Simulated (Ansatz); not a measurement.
This session for a ladder of basis sets of BH₄ (charge -1), SMILES [BH4-] with Ansatz 0.2.0 through its Python package holds a mistake.

Notebook, run cell by cell (the value of a cell's last expression is shown):

```python
import ansatz as az
from ase import Atoms
```

```python
SETTINGS = {
    "level": "mp2",
    "charge": -1,
}
```

```python
atoms = Atoms(["B", "H", "H", "H", "H"], positions=[
    (0.0001, 0.00017, -0.00011),
    (0.68366, 0.99701, 0.21769),
    (0.72634, -0.98849, -0.06707),
    (-0.60041, 0.1397, -1.06336),
    (-0.80969, -0.14838, 0.91285),
])
system = az.Crystal.molecule_from_ase(atoms)
```

```python
base = (
    system.calculation()
    .correlation(SETTINGS["level"])
    .charge(SETTINGS["charge"])
)
```

```python
energies = {}
for basis in ["cc-pVDZ", "cc-pVTZ", "cc-pVQZ"]:
    summary = base.basis(gaussian=basis).report
    size = summary["n_frozen"] + summary["n_occupied"][0] + summary["n_virtual"][0]
    energies[basis] = (summary["reference_energy_ev"] / 27.211386246, summary["free_energy_ev"] / 27.211386246)
    print(f"{basis:14s} {size:4d} orbitals  reference {energies[basis][0]:14.6f} Ha  total {energies[basis][1]:14.6f} Ha")
```

    Traceback (most recent call last):
      File "<cell 5>", line 3, in <module>
        summary = base.basis(gaussian=basis).report
                  ^^^^^^^^^^^^^^^^^^^^^^^^^^^^^^^^^
    AttributeError: 'Calculation' object has no attribute 'report'

Why does it end like this?

The fault: the calculation is never run. Mended:

```diff
--- before
+++ after
@@
 for basis in ["cc-pVDZ", "cc-pVTZ", "cc-pVQZ"]:
-    summary = base.basis(gaussian=basis).report
+    summary = base.basis(gaussian=basis).run(threads=1, pin="off").report
     size = summary["n_frozen"] + summary["n_occupied"][0] + summary["n_virtual"][0]
```

The cells in order, each with its output:

(earlier cells as before)

```python
energies = {}
for basis in ["cc-pVDZ", "cc-pVTZ", "cc-pVQZ"]:
    summary = base.basis(gaussian=basis).run(threads=1, pin="off").report
    size = summary["n_frozen"] + summary["n_occupied"][0] + summary["n_virtual"][0]
    energies[basis] = (summary["reference_energy_ev"] / 27.211386246, summary["free_energy_ev"] / 27.211386246)
    print(f"{basis:14s} {size:4d} orbitals  reference {energies[basis][0]:14.6f} Ha  total {energies[basis][1]:14.6f} Ha")
```

    cc-pVDZ          34 orbitals  reference     -26.971568 Ha  total     -27.106926 Ha
    cc-pVTZ          86 orbitals  reference     -26.986068 Ha  total     -27.152088 Ha
    cc-pVQZ         175 orbitals  reference     -26.988706 Ha  total     -27.164370 Ha

```python
# two-point extrapolation: the basis-set error of the correlation energy falls as X^-3
small, large = (energies[b][1] - energies[b][0] for b in ("cc-pVTZ", "cc-pVQZ"))
limit = (4 ** 3 * large - 3 ** 3 * small) / (4 ** 3 - 3 ** 3)
print(f"correlation energy: {small:.6f} and {large:.6f} Ha, extrapolated {limit:.6f} Ha")
print(f"share caught by the larger set: {100 * large / limit:.1f} %")
```

    correlation energy: -0.166020 and -0.175663 Ha, extrapolated -0.182700 Ha
    share caught by the larger set: 96.1 %

Reading the output:
- The drop along the ladder measures the basis error, and is no property of the molecule.
- The geometry is a force-field or estimated start, not a minimum of this method, and the last set is no limit. Much of the fall in a total is atomic energy, which cancels in bond and reaction energies.
- Inner cores stay frozen, so this is valence correlation.
- An extrapolation from small basis sets is rough.
- Anions want diffuse functions, which this basis lacks.
- It ran for 2.8 s on 1 thread of Arm Neoverse V1, with other jobs on the host, peak memory 0.34 GiB.
